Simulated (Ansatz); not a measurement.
Frontier orbitals of `C/C(F)=C(/C)F`.

```tsv
atom	x (Å)	y (Å)	z (Å)
C1	0.1252	1.2774	1.4787
C2	-0.2444	0.5692	0.2372
F3	-1.2058	1.1892	-0.4806
C4	0.2445	-0.5691	-0.2372
C5	-0.1252	-1.2774	-1.4787
F6	1.2058	-1.1891	0.4805
H7	-0.7455	1.3821	2.1323
H8	0.4922	2.2821	1.2503
H9	0.9017	0.7304	2.0103
H10	-0.4927	-2.2819	-1.2502
H11	0.7456	-1.3826	-2.1321
H12	-0.9014	-0.7302	-2.0106
```

Charge 0, multiplicity 1. The structure was optimised at the PBE0-D4/def2-TZVP level. Basis def2-TZVPP, Ansatz 0.2.0.

| functional | HOMO (eV) | LUMO (eV) | gap (eV) |
| --- | --- | --- | --- |
| PBE | -5.47 | -0.19 | 5.28 |
| BLYP | -5.38 | -0.11 | 5.27 |
| r2SCAN | -5.68 | 0.07 | 5.75 |
| B97M-V | -5.77 | 0.10 | 5.87 |
| PBE0 | -6.75 | 0.82 | 7.57 |
| ωB97M-V | -8.99 | 2.84 | 11.83 |

A quarter of exact exchange (PBE0) shifts PBE's HOMO by −1.28 eV and its LUMO by +1.00 eV; full exchange at long range (ωB97M-V) shifts them by −3.52 and +3.03 eV. The gap opens from 5.28 to 11.83 eV, since occupied levels lose self-interaction and empty ones feel all the electrons. A positive LUMO is unbound and depends on the basis.
